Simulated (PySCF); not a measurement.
**SO2H2: singlet, from a square planar (ligand arrangement 2) start**

Where does singlet SO2H2 go from a square planar (ligand arrangement 2) start, is the end point a minimum, and what are its modes, charges and moments?

Method: PBE0, basis S def2-TZVP, O def2-TZVP, H def2-TZVP, no relativity, density fitting; program: PySCF 2.14.0.

## 1. The system as given

5 atoms, charge 0, spin multiplicity 1.

Bond lengths: S1–O2 1.510 Å, S1–O3 1.510 Å, S1–H4 1.350 Å, S1–H5 1.350 Å. Angles: O2–S1–O3 180.0°, O2–S1–H4 90.0°, O2–S1–H5 90.0°, O3–S1–H4 90.0°, O3–S1–H5 90.0°, H4–S1–H5 180.0°.

```xyz
5
charge 0 multiplicity 1
S     0.0000    0.0000    0.0000
O     0.0000    1.5100    0.0000
O     0.0000   -1.5100    0.0000
H     1.3500    0.0000    0.0000
H    -1.3500    0.0000    0.0000
```

## 2. Relaxation: square planar (ligand arrangement 2) start, singlet

The steps below are one call of a driver around PySCF. For each, scf.py gives the equivalent set-up of the SCF; relaxations use the driver's own optimiser. Before each start the driver seeks the lowest SCF state from one or more starting densities and follows internal instabilities, so scf.py alone need not reach the same state.

The program finds D2h symmetry in the start, which this walk keeps.

File scf.py:

```python
from pyscf import gto, scf, dft
mol = gto.M(atom='''
S      0.000000     0.000000     0.000000
O      0.000000     1.510000    -0.000000
O     -0.000000    -1.510000     0.000000
H      1.350000    -0.000000     0.000000
H     -1.350000     0.000000    -0.000000''',
    basis={'S': 'def2-TZVP', 'O': 'def2-TZVP', 'H': 'def2-TZVP'},
    charge=0, spin=0)
mf = dft.RKS(mol, xc='PBE0')
mf.grids.atom_grid = (50, 194)
aux = {'S': 'def2-universal-JKFIT', 'O': 'def2-universal-JKFIT', 'H': 'def2-universal-JKFIT'}
mf = mf.density_fit(auxbasis=aux)
mf.kernel()
```

The optimiser's trace:

```
step  energy (Eh)  change (kJ/mol)  largest symmetric gradient (Eh/bohr)
   0  -549.457444             0.00                               0.02529
   1  -549.458989            -4.06                               0.01032
   2  -549.459211            -4.64                               0.00093
   3  -549.459215            -4.65                               0.00015
   4  -549.459215            -4.65                               0.00001
```

The walk took 3.5 s on 4 threads, shared host.

Geometry (Å) and forces (eV/Å) at some steps:

```
step 0
S    0.000   0.000   0.000   0.000   0.000   0.000
O    0.000   1.510   0.000   0.000  -1.300   0.000
O    0.000  -1.510   0.000   0.000   1.300   0.000
H    1.350   0.000   0.000   0.501   0.000   0.000
H   -1.350   0.000   0.000  -0.501   0.000   0.000
step 1
S    0.000   0.000   0.000   0.000   0.000   0.000
O    0.000   1.474   0.000   0.000   0.531   0.000
O    0.000  -1.474   0.000   0.000  -0.531   0.000
H    1.367   0.000   0.000   0.181   0.000   0.000
H   -1.367   0.000   0.000  -0.181   0.000   0.000
step 2
S    0.000   0.000   0.000   0.000   0.000   0.000
O    0.000   1.483   0.000   0.000  -0.020   0.000
O    0.000  -1.483   0.000   0.000   0.020   0.000
H    1.372   0.000   0.000   0.048   0.000   0.000
H   -1.372   0.000   0.000  -0.048   0.000   0.000
step 3
S    0.000   0.000   0.000   0.000   0.000   0.000
O    0.000   1.483   0.000   0.000  -0.004   0.000
O    0.000  -1.483   0.000   0.000   0.004   0.000
H    1.374   0.000   0.000   0.008   0.000   0.000
H   -1.374   0.000   0.000  -0.008   0.000   0.000
step 4
S    0.000   0.000   0.000   0.000  -0.001   0.000
O    0.000   1.483   0.000   0.000   0.000   0.000
O    0.000  -1.483   0.000   0.000   0.001   0.000
H    1.375   0.000   0.000   0.000   0.000   0.000
H   -1.375   0.000   0.000   0.000   0.000   0.000
```

After 4 steps and 4.6 kJ/mol it ends at D2h: S–H 1.375 Å (×2), S–O 1.483 Å (×2); H–S–H 180.0°, H–S–O 90.0° (×4), O–S–O 180.0°.

## 3. Is it a minimum? Harmonic modes

The point is checked on the finer grid, and tightened if its gradient asks for it. The Hessian and the dipole derivatives come from central differences of analytic gradients, with steps of 0.01 bohr.

scf.py, as its differences from that of step 2:

```diff
@@ -3,5 +3,5 @@
-S      0.000000     0.000000     0.000000
-O      0.000000     1.510000    -0.000000
-O     -0.000000    -1.510000     0.000000
-H      1.350000    -0.000000     0.000000
-H     -1.350000     0.000000    -0.000000''',
+S      0.000000    -0.000000     0.000000
+O      0.000000     1.482933    -0.000000
+O     -0.000000    -1.482933     0.000000
+H      1.374771    -0.000000     0.000000
+H     -1.374771     0.000000    -0.000000''',
@@ -11 +11 @@
-mf.grids.atom_grid = (50, 194)
+mf.grids.atom_grid = (75, 302)
```

This SCF starts from the last density.

Log of the central SCF (cycles and frontier levels):

```text
init E= -549.459241349145
  HOMO = -0.283773864256077  LUMO = -0.123388450202015  gap/eV = 4.36431
cycle= 1 E= -549.459241349143  delta_E= 2.27e-12  |g|= 5.08e-06  |ddm|= 3.96e-06
  HOMO = -0.283773752379787  LUMO = -0.123388668903949  gap/eV = 4.36430
Extra cycle  E= -549.459241349107  delta_E= 3.57e-11  |g|= 1.36e-05  |ddm|= 9.11e-06
converged SCF energy = -549.459241349107
```

The whole step took 13 s.

Geometry: D2h; S–H 1.375 Å (×2), S–O 1.483 Å (×2); H–S–H 180.0°, H–S–O 90.0° (×4), O–S–O 180.0°.

Modes, for the most abundant isotopes:

```json
{"symmetry": "b3u", "ω (cm⁻¹)": "584i", "IR (km/mol)": "50.8", "μ (u)": "1.79", "type": "bend"}
{"symmetry": "b3u", "ω (cm⁻¹)": "678", "IR (km/mol)": "0.1", "μ (u)": "2.22", "type": "bend"}
{"symmetry": "b1u", "ω (cm⁻¹)": "682", "IR (km/mol)": "109", "μ (u)": "14.21", "type": "bend"}
{"symmetry": "ag", "ω (cm⁻¹)": "956", "IR (km/mol)": "0.0", "μ (u)": "15.73", "type": "stretch"}
{"symmetry": "b2u", "ω (cm⁻¹)": "1252", "IR (km/mol)": "154", "μ (u)": "4.50", "type": "mixed"}
{"symmetry": "b3g", "ω (cm⁻¹)": "1377", "IR (km/mol)": "0.0", "μ (u)": "1.06", "type": "bend"}
{"symmetry": "b2u", "ω (cm⁻¹)": "1460", "IR (km/mol)": "49.9", "μ (u)": "1.27", "type": "bend"}
{"symmetry": "ag", "ω (cm⁻¹)": "2390", "IR (km/mol)": "0.0", "μ (u)": "1.01", "type": "stretch"}
{"symmetry": "b1u", "ω (cm⁻¹)": "2417", "IR (km/mol)": "60.3", "μ (u)": "1.06", "type": "stretch"}
```

1 mode is imaginary, the largest at 584i cm⁻¹: a saddle point, not a minimum.

Properties at this point:

```yaml
Dipole_moment: 0.00 D
Highest_occupied_level: -7.72 eV
Lowest_empty_level: -3.36 eV
Rotational_constants: 4.425, 0.2396, 0.2273 cm⁻¹
Zero-point_energy_real_modes: 67.1 kJ/mol
Principal_polarisabilities: 16.0, 27.6, 40.8 bohr³
Atomisation_energy_without_zero-point_energy: 1171 kJ/mol
Principal_traceless_quadrupole_moments_about_the_centre_of_mass: -10.27, 4.80, 5.47 D Å
```

Charges (e) and bond orders:

```csv
atom,Mulliken,Löwdin,polar tensor,Mayer order to S1
S1,0.46,0.54,1.32,–
"O2,3",-0.36,-0.31,-0.66,1.69
"H4,5",0.12,0.04,0.00,0.90
```

Mulliken populations on S1: s 5.46, p 9.15, d 0.85, f 0.08.

## 4. Following the imaginary mode

The atoms are moved a little along the softest imaginary mode and relaxed again.

The program finds C2v symmetry in the start, which this walk keeps. Threshold on the gradient: 0.0003 Eh/bohr, with a further test on the energy change.

scf.py, as its differences from that of step 3:

```diff
@@ -3,5 +3,5 @@
-S      0.000000    -0.000000     0.000000
-O      0.000000     1.482933    -0.000000
-O     -0.000000    -1.482933     0.000000
-H      1.374771    -0.000000     0.000000
-H     -1.374771     0.000000    -0.000000''',
+S      0.000000     0.000000    -0.015557
+O     -0.000000     1.482933     0.023109
+O      0.000000    -1.482933     0.023109
+H      1.374771     0.000000    -0.120000
+H     -1.374771    -0.000000    -0.120000''',
@@ -11 +11 @@
-mf.grids.atom_grid = (75, 302)
+mf.grids.atom_grid = (50, 194)
```

Energy and gradient, step by step:

```
step  energy (Eh)  change (kJ/mol)  largest symmetric gradient (Eh/bohr)
   0  -549.460441             0.00                               0.01227
   1  -549.464313           -10.17                               0.01262
   2  -549.474983           -38.18                               0.01866
   3  -549.496717           -95.24                               0.03028
   4  -549.525303          -170.30                               0.03954
   5  -549.561618          -265.64                               0.03561
   6  -549.564881          -274.21                               0.06116
   7  -549.569676          -286.80                               0.06354
   8  -549.570490          -288.93                               0.03992
   9  -549.574602          -299.73                               0.00408
  10  -549.574826          -300.32                               0.00372
  11  -549.574941          -300.62                               0.00043
  12  -549.574943          -300.63                               0.00006
```

The walk took 9.4 s.

It settles in C2v symmetry, 300.6 kJ/mol below the start, after 12 steps: S–H 1.364 Å (×2), S–O 1.429 Å (×2); H–S–H 99.2°, H–S–O 108.0° (×4), O–S–O 123.0°.

## 5. Frequencies

As before: finer grid, then central differences.

scf.py, as its differences from that of step 4:

```diff
@@ -3,5 +3,5 @@
-S      0.000000     0.000000    -0.015557
-O     -0.000000     1.482933     0.023109
-O      0.000000    -1.482933     0.023109
-H      1.374771     0.000000    -0.120000
-H     -1.374771    -0.000000    -0.120000''',
+S      0.000000     0.000000    -0.303661
+O      0.000000     1.255645     0.378287
+O     -0.000000    -1.255645     0.378287
+H      1.038636     0.000000    -1.187047
+H     -1.038636     0.000000    -1.187047''',
@@ -11 +11 @@
-mf.grids.atom_grid = (50, 194)
+mf.grids.atom_grid = (75, 302)
```

Log of the central SCF (cycles and frontier levels):

```text
init E= -549.574964760779
  HOMO = -0.341931045369634  LUMO = -0.00164136806813968  gap/eV = 9.25975
cycle= 1 E= -549.574964760669  delta_E= 1.11e-10  |g|= 2.84e-05  |ddm|= 2.25e-05
  HOMO = -0.341930813285105  LUMO = -0.00164113934286976  gap/eV = 9.25975
cycle= 2 E= -549.574964760188  delta_E= 4.8e-10  |g|= 5.9e-05  |ddm|= 4.66e-05
  HOMO = -0.34193083857536  LUMO = -0.00164125947975622  gap/eV = 9.25975
cycle= 3 E= -549.574964760812  delta_E= -6.23e-10  |g|= 8.31e-07  |ddm|= 3.15e-05
  HOMO = -0.341930902321076  LUMO = -0.00164129364189205  gap/eV = 9.25975
cycle= 4 E= -549.574964760808  delta_E= 3.3e-12  |g|= 1.35e-07  |ddm|= 6.01e-07
  HOMO = -0.341930911041032  LUMO = -0.00164127789751908  gap/eV = 9.25975
Extra cycle  E= -549.574964760809  delta_E= -1.02e-12  |g|= 2.45e-07  |ddm|= 2.07e-07
converged SCF energy = -549.574964760809
```

The whole step took 16 s.

Geometry: C2v; S–H 1.364 Å (×2), S–O 1.429 Å (×2); H–S–H 99.2°, H–S–O 108.0° (×4), O–S–O 123.0°.

Harmonic modes (main isotopes):

```
symmetry  ω (cm⁻¹)  IR (km/mol)     type
      a1       503         30.6     bend
      b1       896         30.0     bend
      a2      1011          0.0     bend
      a1      1193         67.8    mixed
      b2      1197          8.3     bend
      a1      1319         33.7     bend
      b2      1439          268    mixed
      b1      2509         77.4  stretch
      a1      2523         54.1  stretch
```

Every mode is real; the point is a minimum.

Constants and moments:

* Dipole moment: 3.26 D
* Highest occupied level: -9.30 eV
* Lowest empty level: -0.04 eV
* Rotational constants: 1.344, 0.3204, 0.2773 cm⁻¹
* Zero-point energy: 75.3 kJ/mol
* Principal polarisabilities: 22.1, 24.8, 28.8 bohr³
* Atomisation energy without zero-point energy: 1475 kJ/mol
* Principal traceless quadrupole moments about the centre of mass: -8.09, 3.67, 4.42 D Å
* Entropy at 298.15 K and 1 bar: 252.1 J/(mol K)
* Heat capacity Cp at 298.15 K: 44.8 J/(mol K)
* Enthalpy at 298.15 K above 0 K: 10.87 kJ/mol
* Rotational symmetry number: 2

Populations by atom (charges in e):

```
atom  Mulliken  Löwdin  polar tensor  Mayer order to S1
  S1      0.60    0.55          1.70                  –
O2,3     -0.41   -0.30         -0.74               1.93
H4,5      0.11    0.03         -0.11               0.84
```

Mulliken populations on S1: s 5.45, p 8.87, d 1.01, f 0.07.

## 6. The points found, side by side

| spin | group | bonds | imaginary modes (cm⁻¹) | ΔE (kJ/mol) | with zero-point energy |
| --- | --- | --- | --- | --- | --- |
| singlet | C2v | S–H 1.364 Å (×2), S–O 1.429 Å (×2) | none | 0.0 | 0.0 |
| singlet | D2h | S–H 1.375 Å (×2), S–O 1.483 Å (×2) | 584i | 303.8 | – |

## 7. Results

| quantity | value |
| --- | --- |
| minimum | singlet, C2v |
| geometry | S–H 1.364 Å (×2), S–O 1.429 Å (×2); H–S–H 99.2°, H–S–O 108.0° (×4), O–S–O 123.0° |
| wavenumbers (cm⁻¹) | 503 (a1), 896 (b1), 1011 (a2), 1193 (a1), 1197 (b2), 1319 (a1), 1439 (b2), 2509 (b1), 2523 (a1) |
| dipole moment | 3.26 D |
| highest occupied, lowest empty level | -9.30, -0.04 eV |
| polar-tensor charge of S1 | +1.70 e |
| zero-point energy | 75.3 kJ/mol |
| entropy at 298.15 K | 252.1 J/(mol K) |
| atomisation energy (no zero-point energy) | 1475 kJ/mol |

In words: From D2h at the start the molecule goes to a C2v minimum, after a stop at a saddle point 303.8 kJ/mol higher, from which it was pushed off along an imaginary mode. The strongest infrared band lies at 1439 cm⁻¹ (b2, mixed). Only this shape and spin were tried, so other structures or states may lie lower.

The search up to here took 43 s on 4 threads, shared host.
